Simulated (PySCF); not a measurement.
Compound: C4H6FS (doublet state).
Z-matrix (Å and degrees, GFN2-xTB geometry), rows numbered from 1:
```
C 
S   1  1.8093
C   2  1.7846  1   99.61
C   3  1.5386  2  120.43  1    50.53
C   4  1.4698  3   58.63  2  -110.48
F   5  1.3545  3  120.90  4   111.55
H   1  1.0844  2  107.42  3   156.83
H   1  1.0860  2  110.51  3   -83.24
H   1  1.0906  2  107.05  3    36.94
H   3  1.0837  2  109.46  1  -165.91
H   4  1.0845  3  119.36  5  -109.24
H   4  1.0801  3  116.28  5   108.95
```

The hyperfine couplings belong to this conformer and change with its torsions.

The species is `CS[C@@H]1C[C]1F` [radical].

Method used: UKS B3LYP, pcH-1 on C F H S, non-relativistic, mean-field spin-orbit, GIAO in PySCF. One conformer (not necessarily the lowest) at the GFN2-xTB geometry, without solvent, vibrations or thermal averaging. Couplings are sensitive to structure, and on GFN2-xTB geometries they can be far from those on DFT ones. Stability of the SCF solution: not tested.

Principal values of hyperfine tensors in MHz (contact, dipolar and spin–orbit terms together), for some of the nuclei:

| atom | isotope | A1 | A2 | A3 |
| --- | --- | --- | --- | --- |
| C5 | 13C | 372.12 | 376.31 | 564.41 |
| H12 | 1H | 42.07 | 44.08 | 59.56 |
| C1 | 13C | 8.57 | 10.03 | 16.42 |
| H11 | 1H | 5.02 | 9.64 | 19.53 |
| S2 | 33S | -2.13 | 1.37 | 20.28 |
| C4 | 13C | -14.13 | -10.52 | 9.46 |
| H8 | 1H | 1.47 | 2.82 | 7.82 |
| H10 | 1H | -3.13 | 1.90 | 12.74 |

**Question.** Give the isotropic coupling of each nucleus in MHz and in mT (g = 2.0050), and the anisotropic part.

**Answer.** a_iso is a third of the trace, T = A − a_iso, and a(mT) = a(MHz)/(g × 13.996). The tensors hold a spin–orbit part: the run splits a_iso into a_FC + a_SO, and T includes its anisotropic share.

| atom | a_iso (MHz) | a_FC | a_SO | a_iso (mT) | T1 | T2 | T3 |
| --- | --- | --- | --- | --- | --- | --- | --- |
| C5 | 437.62 | 437.50 | 0.12 | 15.594 | -65.49 | -61.30 | 126.79 |
| H12 | 48.57 | 48.56 | 0.01 | 1.731 | -6.50 | -4.49 | 10.99 |
| C1 | 11.67 | 11.67 | 0.00 | 0.416 | -3.10 | -1.64 | 4.74 |
| H11 | 11.40 | 11.39 | 0.01 | 0.406 | -6.38 | -1.75 | 8.14 |
| S2 | 6.51 | 6.48 | 0.03 | 0.232 | -8.64 | -5.13 | 13.77 |
| C4 | -5.06 | -5.09 | 0.03 | -0.180 | -9.07 | -5.45 | 14.52 |
| H8 | 4.03 | 4.03 | 0.00 | 0.144 | -2.57 | -1.21 | 3.78 |
| H10 | 3.84 | 3.83 | 0.01 | 0.137 | -6.96 | -1.94 | 8.90 |

**Question.** What spin density at the nucleus of C1 lies behind its contact coupling (g_N = 1.40482)?

**Answer.** a_FC = (2μ0/3) gₑ μB g_N μN ρ(0)/(2S·h) = 800.24 MHz × g_N × ρ(0)/(2S), with ρ in bohr⁻³. With a_FC = 11.67 MHz and 2S = 1, ρ(0) = 0.01038 bohr⁻³.

**Question.** F6 (19F, g_N = 5.25774) isn't in the table. Its spin density at the nucleus is 0.04098 bohr⁻³. What is its contact coupling?

**Answer.** By the same relation, a_FC = 172.4 MHz. The spin–orbit term adds +1.47 MHz. Its full tensor has the principal values -54.07, -31.18, 606.98 MHz.

**Question.** Name the largest traceless tensor T of the table and describe it.

**Answer.** C5: -65.5, -61.3, 126.8 MHz (the dipolar term alone has -65.4, -61.5, 126.9), nearly axial, close to the ratio −1:−1:+2, the form that spin in one p orbital centred on that nucleus gives.

**Question.** In a single crystal, with the field along each principal axis of the tensor of C1 in turn, what first-order splitting does this nucleus give (isotropic g, quadrupole terms neglected)?

**Answer.** 2 lines (I = 1/2), spaced by |A_i|/(g × 13.996): 0.31, 0.36, 0.59 mT along the axes of A1, A2 and A3.
